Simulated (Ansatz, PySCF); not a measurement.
Bulk modulus B0 (GPa) of solids drawn from the class of tetrahedrally bonded semiconductors and semimetals, at two levels: PBE in Ansatz (PAW), and MP2 (PySCF, GTH pseudopotentials, Gaussian basis).

```json
[
 {"solid": "3C-SiC", "PBE": "213", "MP2": "233"},
 {"solid": "zinc-blende BP", "PBE": "162", "MP2": "182"},
 {"solid": "zinc-blende GaP", "PBE": "76.7", "MP2": "90.4"},
 {"solid": "zinc-blende AlN (metastable phase)", "PBE": "193", "MP2": "205"},
 {"solid": "zinc-blende AlAs", "PBE": "67.1", "MP2": "82.1"},
 {"solid": "cubic BN", "PBE": "372", "MP2": "399"},
 {"solid": "zinc-blende GaSb", "PBE": "44.7", "MP2": "56.5"},
 {"solid": "zinc-blende InP", "PBE": "59.5", "MP2": "69.8"},
 {"solid": "zinc-blende AlP", "PBE": "82.6", "MP2": "?"},
 {"solid": "zinc-blende InSb", "PBE": "36.7", "MP2": "46.1"}
]
```

Question: Estimate the withheld MP2 value from the other rows.

Answer: One way: carry over the typical ratio. The ratios MP2 / PBE of the other rows, in order: 1.062, 1.073, 1.094, 1.123, 1.173, 1.179, 1.224, 1.256, 1.264; median 1.173. Zinc-blende AlP: 82.6 × 1.173 = 96.9 GPa; the run gives 97.0 GPa. The ratios spread from 1.062 to 1.264, so such an estimate is rough.

Of 10 rows, MP2 is the larger in 10 and the smaller in 0.

Spin–orbit coupling is left out, also for the solids with elements from indium on (zinc-blende GaSb, zinc-blende InP, zinc-blende InSb); its size isn't shown.

Each level is taken at its own relaxed cell. Caveats: the gap of the solid is closed in this run (PBE: zinc-blende GaSb, zinc-blende InSb). Ansatz's density-functional and Hartree–Fock values are scalar-relativistic unless marked +SOC, with PAW data made under PBE.

Ansatz is an electronic-structure program.
